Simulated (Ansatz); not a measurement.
## SiH4 (silane): methods side by side

The species is SiH4 (5 atoms), meant as a singlet with charge 0. SMILES: `[SiH4]`. The coordinates come from a PBE0-D4/def2-TZVP relaxation. The run starts from this shape.

Each level gives the adiabatic ionisation energy (to the doublet cation, no zero-point term) (eV). The values are calculated.

```json
{"level": "HF/STO-3G", "kind": "Hartree–Fock", "program": "Ansatz", "value (eV)": "9.52", "CPU time (all runs)": "1 s"}
{"level": "HF/3-21G", "kind": "Hartree–Fock", "program": "Ansatz", "value (eV)": "10.51", "CPU time (all runs)": "1.3 s"}
{"level": "HF/6-31G* (Cartesian functions)", "kind": "Hartree–Fock", "program": "Ansatz", "value (eV)": "10.71", "CPU time (all runs)": "2.7 s"}
{"level": "PBE/def2-SVP", "kind": "GGA", "program": "Ansatz", "value (eV)": "10.79", "CPU time (all runs)": "27 s"}
{"level": "B3LYP/6-31G* (Cartesian functions)", "kind": "global hybrid", "program": "Ansatz", "value (eV)": "11.52", "CPU time (all runs)": "16 s"}
{"level": "wB97X-V/def2-TZVP", "kind": "range-separated hybrid", "program": "Ansatz", "value (eV)": "11.07", "CPU time (all runs)": "2.6 min"}
{"level": "MP2/6-31G* (Cartesian functions)", "kind": "perturbation theory", "program": "Ansatz", "value (eV)": "11.18", "CPU time (all runs)": "2.7 s"}
```

The values span 9.52 to 11.52 eV. Without the sets that lack polarisation functions the rows with a basis span only 10.71 to 11.52 eV. Times are those of the runs behind each value, whatever else they computed, on shared processors of several kinds: orders of magnitude only.
